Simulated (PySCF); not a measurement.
## Working out the ionisation energy of Be

Be [He] 2s2 (1S) → Be⁺ [He] 2s1 (2S). Calculation: PySCF 2.14, in x2c-QZVPPall; the spin-free X2C one-electron Hamiltonian (Gaussian nucleus). Frozen: nothing. Energies in hartree (1 hartree = 27.21139 eV):

```
             part  Be (lower)  Be⁺ (upper)
              UHF  -14.575517   -14.279903
MP2 opposite-spin   -0.048669    -0.019768
    MP2 same-spin   -0.000964    -0.000588
```

Q: What does Hartree-Fock give?

A: (-14.279903) − (-14.575517) = 0.295614 hartree = 8.044 eV.

Q: What do MP2 and SCS-MP2 (6/5 opposite-spin, 1/3 same-spin) give?

A: The opposite-spin parts differ by 0.786 eV and the same-spin parts by 0.010 eV. MP2: 8.044 + (0.786) + (0.010) = 8.840 eV. SCS-MP2: 8.044 + 1.2 × (0.786) + (0.010)/3 = 8.991 eV.

Measured between the centres of the two terms (NIST): 9.323 eV, so MP2 (valence and next inner shell) is off by -0.483 eV.

What remains against the reference includes basis incompleteness and correlation beyond second order.
